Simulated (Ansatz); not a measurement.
Working through an active-space calculation of CN (charge -1)

With the Python package of Ansatz (0.2.0).

Typed at the interpreter:
```pycon
>>> import ansatz as az
>>> SETTINGS = {
...     "basis": "def2-SVP",
...     "net_charge": -1,
... }
>>> geometry_ang = [
...     ("C", [0.0, 0.0, 0.0]),
...     ("N", [0.0, 0.0, 1.465]),
... ]
>>> cn = az.Crystal.molecule()
>>> for symbol, xyz in geometry_ang:
...     cn = cn.atom(symbol, xyz)
...
>>> model = (
...     cn.calculation()
...     .basis(gaussian=SETTINGS["basis"])
...     .charge(SETTINGS["net_charge"])
...     .correlation(active_electrons=4, active_orbitals=5)
... )
>>> for method in ["sc_nevpt2"]:
...     report = (model if method is None else model.correlation(method)).run(threads=1).report
...     space = report["configurations"]
...     state = space["states"][0]
...     print(method or "casscf", f"total {report['free_energy_ev'] / 27.211386246:.6f} Ha, active-space state {state['energy']['hartree']:.6f} Ha, mean field {report['reference_energy_ev'] / 27.211386246:.6f} Ha")
...     print("  determinants", state["n_determinants"], " natural occupations", [round(n, 3) for n in space["natural_occupations"]])
...
sc_nevpt2 total -92.403232 Ha, active-space state -92.197881 Ha, mean field -92.086995 Ha
  determinants 100  natural occupations [1.876, 1.871, 0.126, 0.123, 0.002]
>>> print("effectively unpaired electrons, sum of min(n, 2 - n):", round(sum(min(n, 2 - n) for n in space["natural_occupations"]), 3))
effectively unpaired electrons, sum of min(n, 2 - n): 0.504
```

Caveats:
- Total energies depend on the basis set; only differences at equal settings carry meaning.
- The geometry is a force-field or estimated start, not a minimum of this method, and the basis set is short of its limit. The active space starts as a window about the frontier orbitals and is then optimised, not chosen by chemistry.
- The spin state was assumed, and another may lie lower.
- Anions want diffuse functions, which this basis lacks.
- Wall time of the script: 1.1 s on 1 thread of Arm Neoverse V1 (shared host), peak memory 0.13 GiB.
